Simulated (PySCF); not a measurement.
**Checking a proposed structure**

A compound C3H5N3 gives the data below (simulated from a calculation) and was assigned the structure `Cn1nccn1`.

13C{1H} NMR (computed): δ 155.5 (CH), 147.4 (CH), 36.4 (CH3).

1H NMR (300 MHz, computed): δ 7.89 (s, 1H), 7.87 (s, 1H), 4.06 (s, 3H).

[PySCF: GIAO PBE0/pcSseg-1 shieldings; geometry: GFN2-xTB; B3LYP/pcJ-1 coupling constants (spin–dipole term only in couplings to heteroatoms); non-relativistic; in vacuum; fast rotation and ring inversion assumed for equivalent nuclei; one computed conformer]

References, each an isolated molecule treated in the same way: TMS for 1H (σ = 31.72 ppm) and 13C (σ = 186.93 ppm).

Q: Compare with the shifts computed for the proposed structure, pairing carbons in order of shift.

A: Atoms are numbered as in `[CH3:1][n:2]1[n:3][cH:4][cH:5][n:6]1`. Hydrogens are named by the atom that carries them.

```tsv
atom	computed for proposal	given list	difference
C4	138.4	155.5	-17.1
C5	138.4	147.4	-9.0
C1	41.6	36.4	+5.2
```

The rms difference is 11.6 ppm and the largest -17.1 ppm at C4 (aromatic CH next to a ring nitrogen). The proposal also would give 2 carbon signals, not 3. The proposal doesn't fit.

Q: Which isomer fits?

A: `InChI=1S/C3H5N3/c1-6-3-4-2-5-6/h2-3H,1H3`.

- Carbon types of the structure: 2 × CH, 1 × CH3, which accounts for all hydrogens.
- δC 155.5, 147.4: aromatic CH between two ring heteroatoms.
- δC 36.4: methyl carbon bonded to N; deshielded by the electronegative neighbour.
- δH 7.89, 7.87: hydrogen on an aromatic CH between two ring heteroatoms; the ring current deshields protons in the ring plane.
- δH 4.06: hydrogen on a methyl carbon bonded to N; its carbon carries N, which withdraws density.

Other isomers checked: Cn1ccnn1 (rms 14.2 ppm).

The data come from this structure; uniqueness wasn't tested.

Shifts are as computed. Against solution values, carbons near 30 ppm lie about +3 ppm off and those near 130 ppm about +5 ppm. Of 1211 compounds with measured shifts, 218 miss one by over three times the rms of a fit or turn the order of signals round; such compounds aren't used in these exercises.
